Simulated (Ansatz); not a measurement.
# Which is lower?

Two relaxed structures of AlBH$_{4}$S, singlet (PBE0-D4/def2-TZVP; forces vanish, vibrations not checked).

A:

```json
{"atom": "Al1", "x (Å)": "-0.7796", "y (Å)": "-0.0648", "z (Å)": "-0.6809"}
{"atom": "B2", "x (Å)": "0.6934", "y (Å)": "0.3304", "z (Å)": "0.5380"}
{"atom": "S3", "x (Å)": "2.1003", "y (Å)": "-0.7622", "z (Å)": "0.9230"}
{"atom": "H4", "x (Å)": "-2.2344", "y (Å)": "-0.5450", "z (Å)": "-1.1066"}
{"atom": "H5", "x (Å)": "3.0923", "y (Å)": "-0.8376", "z (Å)": "-0.0370"}
{"atom": "H6", "x (Å)": "0.8870", "y (Å)": "1.4167", "z (Å)": "0.9999"}
{"atom": "H7", "x (Å)": "1.7302", "y (Å)": "-2.0293", "z (Å)": "0.6473"}
```

B:

```xyz
7
angstrom
Al -1.1798 0.2564 -0.3887
B 0.7475 0.5736 0.4528
S 1.8801 -0.7780 0.5152
H -1.4867 -1.2322 -0.8808
H -2.3113 1.3597 -0.5683
H 1.2155 1.5733 0.9136
H 1.1347 -1.7528 -0.0437
```

Computed with Ansatz 0.2.0 (basis: def2-TZVPP); correlated methods freeze the cores. B3LYP uses VWN-RPA correlation.

Q: Which structure is lower at CCSD(T), and by how much? (An estimate is asked for; the value comes from the calculation.)

A: Computed: B, by 2.854 eV (electronic energy, against the other). By their contacts, A is AlBH₄S ([AlH][BH][SH2]) and B is AlBH₄S ([AlH2][BH][SH]).

All methods give the same order:

```tsv
method	E(B) − E(A) (eV)
PBE-D4	-2.390
r2SCAN-D4	-2.621
PBE0-D4	-2.631
B3LYP-D4	-2.751
wB97M-V	-2.905
HF	-3.575
MP2	-2.844
CCSD	-2.988
CCSD(T)	-2.854
```

No T1 diagnostic of these runs exceeds 0.018. The restricted Hartree–Fock reference is unstable towards an unrestricted one at one or more of these structures.

Labels in which every atom is bracketed show which atoms are joined, not bond orders.

For scale, one of the runs: CCSD(T)/def2-TZVPP, 171 basis functions, launched by `ansatz run in.yaml --threads 2 --pin off --events-out ev --progress --plain --max-ram 4352MiB`. Time: 21 s of wall clock on 2 CPU threads of an Arm Neoverse V1; the host was shared. Peak host memory: 1.3 GiB.
